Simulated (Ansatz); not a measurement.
**AlH₈NSi: up Jacob's ladder to CCSD(T)**

An exercise on one series of results from a longer session: the logs are not shown, and one member is left open.

Computed with Ansatz 0.2.0, Gaussian basis. Level: functionals in def2-TZVPP, the program's frozen cores in correlated methods.

Levels to be run: LDA (SPW92), PBE-D4, revPBE-D4, BLYP-D4, r2SCAN-D4, B97M-V, PBE0-D4, B3LYP-D4, r2SCANh-D4, r2SCAN0-D4, HSE06-D4, BHLYP-D4, CAM-B3LYP-D4, LC-ωPBE, ωB97X-V, ωB97M-V, B2PLYP, PBE-QIDH; CCSD(T)/def2-SVP; CCSD(T)/def2-TZVPP; MP2/def2-QZVPP; extrapolation to the limit; RPA on PBE.

### The geometry

All runs share one geometry, relaxed beforehand with PBE0-D4 in a triple-zeta def2 set.

11 atoms, charge 0, spin multiplicity 1.

Atoms are counted from 1 here; the program's logs count them from 0.

Bond lengths: Al1–N2 2.069 Å, Al1–H4 1.609 Å, Al1–H5 1.602 Å, Al1–H6 1.601 Å, N2–Si3 1.792 Å, N2–H7 1.016 Å, N2–H8 1.016 Å, Si3–H9 1.488 Å, Si3–H10 1.476 Å, Si3–H11 1.475 Å. Angles: N2–Al1–H4 97.1°, N2–Al1–H5 100.0°, N2–Al1–H6 101.1°, H4–Al1–H5 116.5°, H4–Al1–H6 117.1°, H5–Al1–H6 118.5°, Al1–N2–Si3 109.4°, Al1–N2–H7 107.3°, Al1–N2–H8 107.7°, Si3–N2–H7 112.7°, Si3–N2–H8 112.4°, H7–N2–H8 106.9°, N2–Si3–H9 108.4°, N2–Si3–H10 107.2°, N2–Si3–H11 107.0°, H9–Si3–H10 110.1°, H9–Si3–H11 110.1°, H10–Si3–H11 113.8°.

Set-up of the first run:

The input, in.yaml:

```yaml
crystal:
  periodic: [false, false, false]
  atoms:
    - {symbol: Al, position_ang: [-0.900124, 1.211070, -0.740777]}
    - {symbol: N, position_ang: [-0.028333, 0.143456, 0.802670]}
    - {symbol: Si, position_ang: [0.876185, -1.248709, 0.128586]}
    - {symbol: H, position_ang: [-0.721099, 0.091916, -1.882394]}
    - {symbol: H, position_ang: [0.093848, 2.465284, -0.806673]}
    - {symbol: H, position_ang: [-2.377197, 1.435334, -0.165063]}
    - {symbol: H, position_ang: [0.566691, 0.786457, 1.316741]}
    - {symbol: H, position_ang: [-0.768464, -0.144762, 1.435888]}
    - {symbol: H, position_ang: [1.651549, -1.882891, 1.228329]}
    - {symbol: H, position_ang: [1.794773, -0.716783, -0.896694]}
    - {symbol: H, position_ang: [-0.122528, -2.197371, -0.400109]}
basis:
  gaussian: {orbitals: def2-TZVPP}
hamiltonian: {xc: lda}
output: {orbitals: {seedname: orbitals}}
```

Steps of the session up to this table: LDA; PBE-D4 (GGA); revPBE-D4 (GGA); BLYP-D4 (GGA); r2SCAN-D4 (meta-GGA); B97M-V (meta-GGA); PBE0-D4 (hybrid); B3LYP-D4 (hybrid); r2SCANh-D4 (hybrid); r2SCAN0-D4 (hybrid); HSE06-D4 (hybrid); BHLYP-D4 (hybrid); CAM-B3LYP-D4 (range-separated); LC-ωPBE-D4 (range-separated; the results give it without D4); ωB97X-V (range-separated); ωB97M-V (range-separated); B2PLYP (double hybrid); PBE-QIDH (double hybrid).

One table of the session follows, with a row left open; its other results are not shown here.

It belongs to the step «Frontier levels by functional». 

| functional | HOMO (eV) | gap (eV) |
| --- | --- | --- |
| LDA (SPW92) | -6.30 | 4.52 |
| PBE-D4 | -6.26 | 4.69 |
| revPBE-D4 | -6.24 | 4.76 |
| BLYP-D4 | ? | ? |
| r2SCAN-D4 | -6.57 | 5.44 |
| B97M-V | -6.70 | 5.22 |
| PBE0-D4 | -7.51 | 6.76 |
| B3LYP-D4 | -7.32 | 6.34 |
| r2SCANh-D4 | -7.02 | 6.16 |
| r2SCAN0-D4 | -7.71 | 7.24 |
| HSE06-D4 | -7.10 | 5.99 |
| BHLYP-D4 | -8.71 | 8.74 |
| CAM-B3LYP-D4 | -8.91 | 9.07 |
| LC-ωPBE | -10.30 | 11.66 |
| ωB97X-V | -9.96 | 11.14 |
| ωB97M-V | -9.74 | 10.56 |

Q: Estimate the row for BLYP-D4 from the others.

Worked estimate for «HOMO (eV)». Against the share of exact exchange, B3LYP-D4 (0.2, -7.32), BHLYP-D4 (0.5, -8.71) give a slope of -4.63 per unit share; at 0 the line stands at -6.39.

**Answer.** HOMO (eV): -6.17; gap (eV): 4.69. In «HOMO (eV)» the line misses by -0.22.
